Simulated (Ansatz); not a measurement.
# SiNH5 (SMILES [SiH3]N) at BLYP/def2-TZVP

Aim: the vertical singlet–triplet gap of SiNH5 at BLYP/def2-TZVP, from 2 runs. 

Program for the calculation: Ansatz 0.2.0.

55 further runs of the same task are left out: 55 set aside as unsound or not needed.

## Step 1: The molecule

SiNH5 has 7 atoms, charge 0, and is taken as a singlet. SMILES: `[SiH3]N`. The shape is that of a PBE0-D4/def2-TZVP optimisation.

Bond lengths: Si1–N2 1.720 Å, Si1–H3 1.486 Å, Si1–H4 1.486 Å, Si1–H5 1.494 Å, N2–H6 1.007 Å, N2–H7 1.007 Å. Angles: Si1–N2–H6 119.6°, Si1–N2–H7 119.6°, N2–Si1–H3 107.9°, N2–Si1–H4 107.9°, N2–Si1–H5 116.0°, H6–N2–H7 110.7°, H3–Si1–H4 110.5°, H3–Si1–H5 107.3°, H4–Si1–H5 107.3°.

## Step 2: The energy at BLYP/def2-TZVP

The input, run.yaml:

```yaml
crystal:
  periodic: [false, false, false]
  atoms:
    - {symbol: Si, position_ang: [-0.413010, -0.292700, -0.422350]}
    - {symbol: "N", position_ang: [0.611760, 0.348670, 0.801280]}
    - {symbol: H, position_ang: [-0.018320, -1.706330, -0.653330]}
    - {symbol: H, position_ang: [-1.813170, -0.217090, 0.068940]}
    - {symbol: H, position_ang: [-0.367930, 0.402730, -1.743970]}
    - {symbol: H, position_ang: [0.391580, 1.238230, 1.219480]}
    - {symbol: H, position_ang: [1.609100, 0.226510, 0.729930]}
basis:
  gaussian: {orbitals: def2-TZVP}
output: {orbitals: {seedname: orbitals}}
accuracy: high
hamiltonian: {xc: {name: BLYP}}
```

On the command line:

```bash
$ ansatz run run.yaml --threads 1 --pin off --max-ram 3480MiB --events-out events.jsonl --progress --plain --runs-dir runs
```

The program printed:

```text
Warning: RAYON_NUM_THREADS=1 ignored (pool sized by the plan → 1); use --threads N
Functional definition: BLYP
  name "BLYP"
  parameter beta = 0.0042
  parameter a = 0.04918
  parameter b = 0.132
  parameter c = 0.2533
  parameter d = 0.349
  exchange = b88_x(beta = beta)
  correlation = lyp_c(a = a, b = b, c = c, d = d)
1820 factors; integrals over basis functions are off by at most 3.8e-9 eV
mean field evaluation 1: about -9439.6226 eV, gradient 7.3e1 eV
mean field evaluation 2: about -9403.1000 eV, gradient 1.3e2 eV
mean field evaluation 4: about -9449.6100 eV, gradient 4.0e0 eV
mean field evaluation 8: about -9449.6660 eV, gradient 5.3e-2 eV
mean field evaluation 16: about -9449.6660 eV, gradient 3.3e-6 eV
mean field -9449.66599963 eV, -347.2688202726 hartree, gradient 3.1e-8 eV, S^2 0.000000; 0 other end points of the search recorded, 0 dependent functions left out
reference -9449.66605249 eV, -347.2688222154 hartree; 13, 13 occupied and 85, 85 virtual orbitals, 1820 factors
Total energy: -9449.66605249 eV, -347.2688222154 hartree
```

It took 4.2 s on 1 thread of Arm Neoverse V2, shared host; peak memory 0.22 GiB.

## Step 3: The triplet at the same level

The input, molecule.yaml:

```yaml
crystal:
  periodic: [false, false, false]
  atoms:
    - {symbol: Si, position_ang: [-0.413010, -0.292700, -0.422350]}
    - {symbol: N, position_ang: [0.611760, 0.348670, 0.801280]}
    - {symbol: H, position_ang: [-0.018320, -1.706330, -0.653330]}
    - {symbol: H, position_ang: [-1.813170, -0.217090, 0.068940]}
    - {symbol: H, position_ang: [-0.367930, 0.402730, -1.743970]}
    - {symbol: H, position_ang: [0.391580, 1.238230, 1.219480]}
    - {symbol: H, position_ang: [1.609100, 0.226510, 0.729930]}
basis:
  gaussian:
    orbitals: def2-TZVP
magnetization:
  spin_polarized: true
  initial_magnetization: 2
hamiltonian:
  xc: {name: BLYP}
accuracy: high
output:
  orbitals: {seedname: orbitals}
```

On the command line:

```bash
$ ansatz run molecule.yaml --threads 1 --pin off --max-ram 3480MiB --events-out events.jsonl --progress --plain --runs-dir runs
```

The program printed:

```text
Warning: RAYON_NUM_THREADS=1 ignored (pool sized by the plan → 1); use --threads N
[... 9 set-up lines as earlier in the session ...]
1820 factors; integrals over basis functions are off by at most 3.8e-9 eV
mean field evaluation 1: about -9433.2732 eV, gradient 5.1e1 eV
mean field evaluation 2: about -9385.6009 eV, gradient 9.7e1 eV
mean field evaluation 4: about -9439.4527 eV, gradient 2.3e1 eV
mean field evaluation 8: about -9444.1019 eV, gradient 3.1e-1 eV
mean field evaluation 16: about -9444.0925 eV, gradient 1.2e-3 eV
mean field evaluation 32: about -9441.0191 eV, gradient 1.3e1 eV
mean field -9444.09245632 eV, -347.0639963342 hartree, gradient 3.4e-8 eV, S^2 2.003956; 2 other end points of the search recorded, 0 dependent functions left out
reference -9444.09250862 eV, -347.0639982558 hartree; 14, 12 occupied and 84, 86 virtual orbitals, 1820 factors
Total energy: -9444.09250862 eV, -347.0639982558 hartree
```

Run time: 7.5 s. Hardware: 1 thread of Arm Neoverse V2, shared host; peak memory 0.28 GiB.

## Step 4: Results

At BLYP/def2-TZVP:

| quantity | value |
| --- | --- |
| singlet: total energy | -347.26882 Eh |
| singlet: HOMO energy | -5.88 eV |
| singlet: LUMO energy | -0.43 eV |
| singlet: HOMO–LUMO gap | 5.46 eV |
| triplet: total energy | -347.06400 Eh |
| triplet: HOMO energy (highest over α and β) | -1.52 eV |
| triplet: ⟨S²⟩ | 2.004 |
| vertical energy of the triplet above the singlet | 5.574 eV |

At this shape the triplet lies 5.57 eV (129 kcal/mol) above the singlet.
